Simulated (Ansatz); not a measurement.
Compare A (`CO/C(S)=C/N`) with its isomer B (`CC(N)(O)C=S`).

Calculated with Ansatz (gas phase, PBE0-D4/def2-TZVP geometries, no zero-point term in ΔE). CCSD(T)/CBS is the MP2 limit (def2-TZVPP, def2-QZVPP) plus CCSD(T) − MP2 in def2-TZVPP, frozen cores. Functionals use def2-TZVPP. One conformer a species, not always the lowest.

Problem. Which isomer does CCSD(T)/CBS put lower? Give the gap. (Best estimate.)

Solution. Computed: B, by 16.8 kcal/mol.

Problem. Give E(B) − E(A) in kcal/mol with B2PLYP, PBE0-D4, CCSD(T)/def2-TZVPP, CCSD/def2-TZVPP, HF/def2-TZVPP, MP2/def2-TZVPP, r2SCAN-D4. (Estimate.)

Solution. Ansatz gave: B2PLYP -13.6, PBE0-D4 -12.1, CCSD(T)/def2-TZVPP -17.3, CCSD/def2-TZVPP -16.6, HF/def2-TZVPP -12.6, MP2/def2-TZVPP -18.0, r2SCAN-D4 -12.5. None reverses the order clearly.

Largest T1 diagnostic: 0.014.

In def2-TZVPP, CCSD(T) changes the Hartree–Fock value by −4.7 kcal/mol (the triples alone add −0.7 kcal/mol) and MP2 by −5.4 kcal/mol. From PBE to PBE0 (25 % exact exchange), in def2-TZVPP and without D4, E(B) − E(A) moves by −1.4 kcal/mol.
